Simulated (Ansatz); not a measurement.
Rock-salt BaO was calculated with PBE (PAW; Ansatz, an electronic-structure program).

Total energies, extrapolated to zero smearing (they compare only within this program, potentials and cutoff; free atoms with spin allowed, lowest state found):

| system | energy (eV/atom) |
|---|---|
| rock-salt BaO, relaxed | -3259.7759 |
| free Ba atom | -5947.6583 |
| free O atom | -561.8508 |

Q: Work out the cohesive energy per atom.

A: E_coh = [1 × (-5947.6583) + 1 × (-561.8508)]/2 − (-3259.7759) = 5.02 eV/atom. The reference value is 5.08 ± 0.03 eV/atom (derived here from tabulated measurements, copied from a table, unchecked, brought to a static lattice with a Debye model, atoms in their spin–orbit ground levels; inputs from the CRC Handbook), a difference of -0.06 eV/atom.

The PAW data were made under PBE.
